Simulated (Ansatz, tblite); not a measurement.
**The cluster GaSb2−: a ladder of methods and basis sets**

One table from this session's results is given with a row withheld; the runs are named, their logs left out.

Program: Ansatz 0.2.0, Gaussian basis. Level of theory: as each input shows. These are calculated values, not measurements.

The runs, in order: GFN2-xTB, PBE-D4/def2-TZVPD, r2SCAN-D4/def2-TZVPD, HF/def2-TZVPD, r2SCAN0-D4/def2-TZVPD, BHLYP-D4/def2-TZVPD, LC-ωPBE/def2-TZVPD, BLYP-D4/def2-TZVPD, PBE-D4/def2-SVPD, PBE0-D4/def2-SVPD, CCSD(T)/def2-TZVPPD, MP2/def2-TZVPD, RPA/def2-TZVPD.

2 further runs of the same task are left out: 1 that didn't finish, 1 set aside as unsound or not needed. Runs told in other sessions of the task aren't counted.

### The geometry

The geometry is that of the singlet, from an earlier relaxation (B3LYP-D4/def2-TZVPD). At that level it is the lowest of the isomers that a small search found.

3 atoms, charge -1, spin multiplicity 1.

Bond lengths: Ga1–Sb2 2.819 Å, Ga1–Sb3 2.819 Å, Sb2–Sb3 2.675 Å. Angles: Sb2–Ga1–Sb3 56.6°, Ga1–Sb2–Sb3 61.7°, Ga1–Sb3–Sb2 61.7°.

As a file:

```xyz
3

Ga   -0.7105   -1.4939   -0.0216
Sb    1.5625    0.1723    0.0479
Sb   -0.8520    1.3217   -0.0263
```

Sb takes a core potential in the def2 sets. No spin-orbit coupling is included. The ion is computed in the gas phase, without counter-ions or solvent.

PBE0-D4/def2-TZVPD was run before; its log isn't repeated, and its numbers join the tables.

Set-up of the first run:

Tight binding, by tblite at 300 K electronic temperature and without a spin-polarisation term:

```python
tblite.interface.Calculator('GFN2-xTB', numbers, positions, charge=-1, uhf=0).singlepoint()
```

start.molden holds the orbitals of an earlier run on this state, given as this run's starting guess.

in.yaml

```yaml
crystal:
  periodic: [false, false, false]
  atoms:
    - {symbol: Ga, position_ang: [-0.710534, -1.493917, -0.021602]}
    - {symbol: Sb, position_ang: [1.562486, 0.172251, 0.047881]}
    - {symbol: Sb, position_ang: [-0.851953, 1.321665, -0.026279]}
basis:
  gaussian: {orbitals: def2-TZVPD, initial_orbitals: start.molden}
total_charge: -1
hamiltonian: {xc: pbe, dispersion: d4}
scf: {omitted_lower_state_checks: [starts]}
output: {orbitals: {seedname: orbitals}}
```

Started as:

```sh
$ ansatz run in.yaml --threads 4 --pin off --events-out ev --progress --plain --max-ram 3916MiB
```

Among the steps run: PBE-D4/def2-TZVPD; r2SCAN-D4/def2-TZVPD; HF/def2-TZVPD; r2SCAN0-D4/def2-TZVPD; BHLYP-D4/def2-TZVPD; LC-ωPBE/def2-TZVPD; BLYP-D4/def2-TZVPD; PBE-D4/def2-SVPD; PBE0-D4/def2-SVPD; CCSD(T)/def2-TZVPPD; MP2/def2-TZVPD; RPA/def2-TZVPD.

One table of the session follows, with a row left open; its other results are not shown here.

It belongs to the step «Levels side by side». 

| level | HOMO (eV) | LUMO (eV) | gap (eV) |
| --- | --- | --- | --- |
| HF/def2-TZVPD | -2.23 | 3.76 | 5.99 |
| PBE-D4/def2-SVPD | 0.30 | 0.86 | 0.56 |
| PBE-D4/def2-TZVPD | 0.18 | 0.75 | 0.57 |
| BLYP-D4/def2-TZVPD | 0.38 | 0.90 | 0.52 |
| r2SCAN-D4/def2-TZVPD | 0.00 | 0.72 | 0.72 |
| PBE0-D4/def2-SVPD | -0.50 | 1.44 | 1.94 |
| PBE0-D4/def2-TZVPD | -0.60 | 1.34 | 1.94 |
| r2SCAN0-D4/def2-TZVPD | -0.72 | 1.29 | 2.01 |
| BHLYP-D4/def2-TZVPD | -1.19 | 2.07 | 3.25 |
| LC-ωPBE/def2-TZVPD | ? | ? | ? |

**Question.** Estimate the row for LC-ωPBE/def2-TZVPD.

The run gave: HOMO (eV): -2.65; LUMO (eV): 3.08; gap (eV): 5.73. In the column «HOMO (eV)» it is the lowest.
